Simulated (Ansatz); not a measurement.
# BCCD(T)/STO-3G run of [NO2]− (SMILES O=N[O-])

Aim: the energy change on altering one bond length of [NO2]− at BCCD(T)/STO-3G, from 2 runs. 

The results are computed with Ansatz 0.2.0.

13 further runs of the same task are left out: 11 that didn't finish, 2 set aside as unsound or not needed.

**1. Starting point**

The species is [NO2]− (3 atoms), meant as a singlet with charge -1. As SMILES, `O=N[O-]`. The coordinates come from a PBE0-D4/def2-TZVPD relaxation.

Bond lengths: O1–N2 1.245 Å, N2–O3 1.245 Å. Angles: O1–N2–O3 116.8°.

**2. The energy at BCCD(T)/STO-3G**

Contents of molecule.yaml:

```yaml
basis:
  gaussian: {orbitals: STO-3G}
crystal:
  periodic: [false, false, false]
  atoms:
    - symbol: O
      position_ang: [0.322840, 0.992650, 0.287620]
    - symbol: "N"
      position_ang: [0.325750, -0.245400, 0.151990]
    - symbol: O
      position_ang: [-0.648590, -0.747260, -0.439610]
total_charge: -1
accuracy: high
correlation: {method: bccd_t, frozen_orbitals: {"N": 1, O: 1}}
scf: {omitted_lower_state_checks: [cluster_reference, increment]}
```

On the command line:

```console
$ ansatz run molecule.yaml --threads 1 --pin off --max-ram 3480MiB --events-out events.jsonl --progress --plain --runs-dir runs
```

Standard output, cut to the lines that bear on the results:

```text
Warning: RAYON_NUM_THREADS=1 ignored (pool sized by the plan → 1); use --threads N
Functional definition: HF
  name "HF"
[...]
252 factors; integrals over basis functions are off by at most 3.8e-8 eV
[...]
mean field -5473.72742164 eV, -201.1557725196 hartree, gradient 1.2e-8 eV, S^2 0.000000; 0 other end points of the search recorded, 0 dependent functions left out; unrestricted orbitals would lower it
3 core orbitals not correlated: weight in the atoms' cores, before any rotation towards them, 1.000 or more for the frozen orbitals, at most 0.000 for the correlated occupied ones
reference -5473.72742164 eV, -201.1557725196 hartree; 9, 9 occupied and 3, 3 virtual orbitals, 252 factors
second order -4.03908437 eV of doubles, -0.00000000 eV of singles
cycle   1  -4.15484271 eV  change   -1.2e-1 eV  update   8.9e-2
[...]
cycle  22  -4.38861487 eV  change   7.3e-11 eV  update  5.5e-10
perturbative correction -0.33819723 eV, -0.0124285189 hartree
Total energy: -5478.45423374 eV, -201.3294796602 hartree
Checks for a lower state left out: cluster_reference, increment
```

It took 0.32 s on 1 thread of Arm Neoverse V1, shared host.

**3. The distorted shape at the same level**

Contents of job.yaml:

```yaml
basis:
  gaussian:
    orbitals: STO-3G
crystal:
  periodic: [false, false, false]
  atoms:
    - symbol: O
      position_ang: [0.566397, 1.118101, 0.435503]
    - symbol: "N"
      position_ang: [0.569307, -0.119949, 0.299873]
    - symbol: O
      position_ang: [-0.648590, -0.747260, -0.439610]
total_charge: -1
correlation:
  method: bccd_t
  frozen_orbitals: {"N": 1, O: 1}
accuracy: high
scf:
  omitted_lower_state_checks: [cluster_reference, increment]
```

On the command line:

```console
$ ansatz run job.yaml --threads 1 --pin off --max-ram 3480MiB --events-out events.jsonl --progress --plain --runs-dir runs
```

Standard output, cut to the lines that bear on the results:

```text
Warning: RAYON_NUM_THREADS=1 ignored (pool sized by the plan → 1); use --threads N
Functional definition: HF
  name "HF"
[...]
251 factors; integrals over basis functions are off by at most 4.2e-8 eV
[...]
mean field -5472.63658152 eV, -201.1156848846 hartree, gradient 8.1e-8 eV, S^2 0.000000; 4 other end points of the search recorded, 0 dependent functions left out; unrestricted orbitals would lower it
3 core orbitals not correlated: weight in the atoms' cores, before any rotation towards them, 1.000 or more for the frozen orbitals, at most 0.000 for the correlated occupied ones
reference -5472.63658152 eV, -201.1156848846 hartree; 9, 9 occupied and 3, 3 virtual orbitals, 251 factors
second order -4.20699769 eV of doubles, -0.00000000 eV of singles
cycle   1  -4.57985276 eV  change   -3.7e-1 eV  update   1.3e-1
[...]
cycle  32  -5.14054252 eV  change  -3.9e-10 eV  update  2.5e-10
perturbative correction -0.67772558 eV, -0.0249059556 hartree
Total energy: -5478.45484962 eV, -201.3295022935 hartree
Checks for a lower state left out: cluster_reference, increment
```

It took 0.3 s on 1 thread of Arm Neoverse V1, shared host.

**4. Results**

At BCCD(T)/STO-3G, 3 core orbitals frozen:

| quantity | value |
| --- | --- |
| first shape: total energy | -201.32948 Eh |
| first shape: correlation energy (3 core orbitals frozen) | -173.7 mEh |
| first shape: (T) correction | -12.43 mEh |
| distorted shape: total energy | -201.32950 Eh |
| distorted shape: correlation energy (3 core orbitals frozen) | -213.8 mEh |
| distorted shape: (T) correction | -24.91 mEh |
| energy change with the N2–O3 bond stretched from 1.245 to 1.557 Å | -0.001 eV |

What this shows: With the N2–O3 bond stretched from 1.245 to 1.557 Å the energy falls by 0.00 eV (0.1 kJ/mol). The first shape isn't relaxed at this level, so the change isn't measured from a minimum. The minimal basis adds a large error of its own. The restricted solution (first shape) is unstable to spin breaking: an unrestricted one lies lower. The triples (first shape) make up 7.2 % of the correlation energy. The restricted solution (distorted shape) is unstable to spin breaking: an unrestricted one lies lower. The triples (distorted shape) make up 11.6 % of the correlation energy.
